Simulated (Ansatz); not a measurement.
**Worked example: correlation energy of SbH$_{3}$, quintet**

Geometry: that of the SbH3, triplet, kept fixed. The triplet lies 6.4 eV lower here.

```xyz
4

Sb    0.0000   -0.0133    0.0000
H     0.0000   -0.0423   -1.8410
H     0.0000    1.6869    0.0000
H     0.0000   -0.0423    1.8410
```

Basis def2-TZVPP with its core potentials; Ansatz 0.2.0. Only valence electrons are correlated (noble-gas cores and the filled d shells of p-block atoms frozen), which leaves 8 electrons in 83 orbitals. Prefix R: restricted or restricted open-shell reference; prefix U: unrestricted. No spin–orbit coupling is included; scalar relativity enters through the core potentials alone.

Full CI isn't at hand for all of this; UCCSDT(Q) serves as the reference, and is uncertain by about the last step of the cluster series.

Runs differ by some tens of microhartree through their thresholds and, for an open shell, their frozen cores, so steps under 0.03 kcal/mol mean nothing.

```csv
level,total energy (hartree)
UHF,-240.680019
UMP2,-240.782864
UCCSD,-240.810062
UCCSD(T),-240.815057
UCCSDT,-240.816315
UCCSDT(Q),-240.816520
```

What is the correlation energy at UCCSDT(Q), and what share of it do UMP2 and UCCSDT recover?

E(corr) = -240.816520 − (-240.680019) = -0.136501 hartree = -3.714 eV. UMP2: -0.102845 / -0.136501 = 75.34 %. UCCSDT: -0.136296 / -0.136501 = 99.85 %.

By how many kcal/mol does UCCSD(T) miss UCCSDT(Q) (1 hartree = 627.509 kcal/mol), and which steps make up the rest?

-240.815057 − (-240.816520) = 0.001463 hartree = 0.92 kcal/mol. Steps: UCCSDT − UCCSD(T) = -0.79, UCCSDT(Q) − UCCSDT = -0.13 kcal/mol. Differences between like states or geometries often cancel part of this.
